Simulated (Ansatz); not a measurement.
# AlHO (singlet): from Hartree-Fock to the top rungs at a displaced geometry (v1), cc-pVDZ

An exercise on one series of results from a longer session: the logs are not shown, and one member is left open.

The runs use Ansatz 0.2.0, Gaussian basis; cc-pVDZ, core rule «outside noble gas», up to 6 orbitals frozen.

To be run: UHF; CCSD(T) on RHF; BCCD(T) on RHF; CISD; CCSDT(Q) on RHF.

31 further runs of the same task are left out: 12 for a known fault of the program, 4 that didn't finish, 15 set aside as unsound or not needed.

### What is computed

The geometry is a PBE0/def2-TZVP stationary point (not a proven minimum) with its atoms shifted at random (size 0.040 Å).

3 atoms, charge 0, spin multiplicity 1.

Atoms are counted from 1 here; the program's logs count them from 0.

Bond lengths: Al1–O2 1.605 Å, Al1–H3 1.516 Å. Angles: O2–Al1–H3 178.0°.

Set-up of the first run:

in.yaml

```yaml
crystal:
  periodic: [false, false, false]
  atoms:
    - {symbol: Al, position_ang: [-0.015433, -0.009008, 0.030111]}
    - {symbol: O, position_ang: [-0.016266, -0.025151, -1.574790]}
    - {symbol: H, position_ang: [0.031698, 0.034159, 1.544679]}
basis:
  gaussian: {orbitals: cc-pVDZ}
magnetization: {spin_polarized: true, initial_magnetization: 0}
hamiltonian: {xc: hf}
output: {orbitals: {seedname: orbitals}}
```

Launch:

```console
$ ansatz run in.yaml --threads 1 --pin off --events-out ev --progress --plain --max-ram 2393MiB
```

Among the steps run: UHF; CCSD(T) on RHF; BCCD(T) on RHF; CISD; CCSDT(Q) on RHF.

One table of the session follows, with a row left open; its other results are not shown here.

| method | from RCCSDT(Q) (meV) |
| --- | --- |
| RHF | +7737.6 |
| RMP2 | +435.0 |
| CISD | +927.2 |
| RCCSD | +389.8 |
| RCCSD(T) | +79.1 |
| BCCD(T) | ? |
| RCCSDT | +54.8 |
| RCCSDT(Q) | 0 |

Estimate the missing values for BCCD(T).

The run gave: from RCCSDT(Q) (meV): +71.9. In the column «from RCCSDT(Q) (meV)» it lies between RCCSDT (+54.8) and RCCSD(T) (+79.1).
